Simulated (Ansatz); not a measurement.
CH$_{7}$PSi (`C[SiH2]P`) at its PBE0-D4/def2-TZVP geometry, where that method's forces vanish. Total charge 0; spin multiplicity 1.

| atom | x (Å) | y (Å) | z (Å) |
| --- | --- | --- | --- |
| C1 | -0.743 | 0.446 | 1.256 |
| Si2 | 0.588 | -0.271 | 0.153 |
| P3 | 0.275 | 0.454 | -1.963 |
| H4 | -0.585 | 0.146 | 2.294 |
| H5 | -1.731 | 0.096 | 0.949 |
| H6 | -0.738 | 1.537 | 1.210 |
| H7 | 0.588 | -1.757 | 0.247 |
| H8 | 1.931 | 0.215 | 0.576 |
| H9 | 1.230 | -0.440 | -2.516 |
| H10 | -0.816 | -0.424 | -2.206 |

(1) For each bond, give half the difference of the two atoms' forces along it (eV/Å; positive pushes the atoms apart) under PBE-D4, r2SCAN-D4, B3LYP-D4, ωB97M-V in def2-TZVPP. (Best estimate.)

Answers

(1) Computed: 
```csv
bond,length (Å),PBE-D4,r2SCAN-D4,B3LYP-D4,ωB97M-V
C1–Si2,1.871,0.01,0.01,0.11,0.06
C1–H4,1.093,0.11,-0.01,-0.05,-0.05
C1–H5,1.092,0.11,-0.01,-0.04,-0.04
C1–H6,1.092,0.11,-0.01,-0.04,-0.04
Si2–P3,2.258,0.07,0.04,0.14,0.04
Si2–H7,1.489,0.06,-0.03,-0.11,-0.13
Si2–H8,1.489,0.08,-0.02,-0.11,-0.12
P3–H9,1.421,0.21,0.01,-0.05,-0.12
P3–H10,1.421,0.21,0.01,-0.05,-0.12
```

B3LYP here is the variant with VWN-RPA as its local correlation; programs differ in this.
